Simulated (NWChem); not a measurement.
Species: SiH₂, triplet; SMILES [SiH2]

Results from NWChem. Spin-unrestricted. In the optimisation the excess spin sits in a1 and b2 (C2v, its own frame). All runs use the structure optimised with PBE0/def2-SVP, spin-unrestricted. No stability test was run on the SCF state. Vertical excitations in the gas phase; the lowest state need not have the same character in each row. Excited states of an open shell can be spin-contaminated.

### Question
Order these by “lowest excitation (eV)”, lowest first: B3LYP/def2-SVP, TDA; LDA (Slater exchange, VWN5)/def2-SVP, TDA; CAM-B3LYP/def2-SVP, TDA.

### Answer
LDA (Slater exchange, VWN5)/def2-SVP, TDA (4.41), B3LYP/def2-SVP, TDA (4.71), CAM-B3LYP/def2-SVP, TDA (4.78)
